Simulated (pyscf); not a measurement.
# Routes from HO–SiH=PH (SMILES O[SiH]=P) + H₂ (SMILES [H][H])

Candidate steps break at most two bonds and form at most two. Each was searched with GFN2-xTB (tblite) first. Single points on ωB97X-D3(BJ)/def2-SVP structures (PySCF, gas phase). Energies: ωB97M-D3(BJ)/def2-TZVP, eV, from the separated reactants, singlet surface; ΔG‡ with ideal gas, 1 atm, RRHO with modes under 100 cm⁻¹ raised to 100, one conformer, R ln 2 for chiral ones without a mode under 150 cm⁻¹.

```json
[
 {"products": "H₂Si=PH + H₂O", "type": "four-centre exchange", "ΔE‡": "1.66", "ΔE": "+0.82", "ΔG‡ 298 K": "2.07", "ΔG‡ 900 K": "2.86", "ν‡ (cm⁻¹)": "1499i"},
 {"products": ":HSi–PH₂ [singlet] + H₂O", "type": "concerted two-bond exchange", "ΔE‡": "2.32", "ΔE": "+1.31", "ΔG‡ 298 K": "2.71", "ΔG‡ 900 K": "3.53", "ν‡ (cm⁻¹)": "970i"}
]
```

Row 1: On the product side the descent ends in an adduct with a O–Si contact (not fully relaxed), 0.47 eV under the separated species and 1.33 eV under the saddle at ωB97X-D3(BJ)/def2-TZVP. Row 2: On the product side the descent ends in an adduct with a O–Si contact, 0.66 eV under the separated species and 1.68 eV under the saddle at ωB97X-D3(BJ)/def2-TZVP. 

Plain bond fissions and candidates not yet searched are not listed, and one of them may be faster. Each barrier is that of the saddle found; lower ones may exist.
